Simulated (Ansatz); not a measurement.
The input, for Ansatz 0.2.0:

```yaml
crystal:
  periodic: [false, false, false]
  atoms:
    - {symbol: Si, position_ang: [0.000000, 0.000000, 0.000000]}
    - {symbol: Mg, position_ang: [0.000000, 0.000000, 4.673000]}
basis:
  gaussian: {orbitals: cc-pVDZ}
magnetization: {spin_polarized: true, initial_magnetization: 0}
hamiltonian: {xc: hf}
output: {forces: true, orbitals: {seedname: orbitals}}
```

```sh
$ ansatz run in.yaml --threads 1 --pin off --events-out ev --progress --plain --max-ram 2393MiB
```

Problem. Roughly how long does this take on 1 thread of Arm Neoverse V2, shared host, and how much host memory?

Solution. 0.96 s wall and 0.15 GiB.

```
349 factors; integrals over basis functions are off by at most 2.6e-4 eV
mean field evaluation 1: about -13289.8028 eV, gradient 2.7e0 eV
mean field evaluation 2: about -13289.8070 eV, gradient 2.7e0 eV
mean field evaluation 4: about -13289.9283 eV, gradient 1.5e-1 eV
mean field evaluation 8: about -13289.9296 eV, gradient 2.4e-5 eV
mean field evaluation 16: about -13291.2881 eV, gradient 2.7e-2 eV
mean field evaluation 32: about -13291.2902 eV, gradient 2.7e-8 eV
mean field evaluation 64: about -13291.2786 eV, gradient 1.6e-1 eV
mean field evaluation 96: about -13291.2380 eV, gradient 4.6e-1 eV
mean field evaluation 128: about -13291.1019 eV, gradient 1.2e0 eV
mean field evaluation 160: about -13291.2735 eV, gradient 9.7e-3 eV
mean field evaluation 192: about -13288.7522 eV, gradient 6.1e0 eV
mean field evaluation 224: about -13289.9296 eV, gradient 5.2e-3 eV
mean field -13291.29024307 eV, -488.4459072726 hartree, gradient 9.4e-9 eV, S^2 1.031213; 7 other end points of the search recorded, 0 dependent functions left out
the calculation of the forces begins
reference -13291.29024307 eV, -488.4459072726 hartree; 13, 13 occupied and 23, 23 virtual orbitals, 349 factors
Total energy: -13291.29024307 eV, -488.4459072726 hartree
Atom 0 at     0.000000     0.000000     0.000000 Å, force    -0.000000     0.000000     0.022385 eV/Å
Atom 1 at     0.000000     0.000000     4.673000 Å, force     0.000000     0.000000    -0.022385 eV/Å
Dipole moment:     0.000000     0.000000     0.101383 e Å
```

Forces (eV/Å):
```
Si   0.000  0.000  0.022
Mg   0.000  0.000 -0.022
```
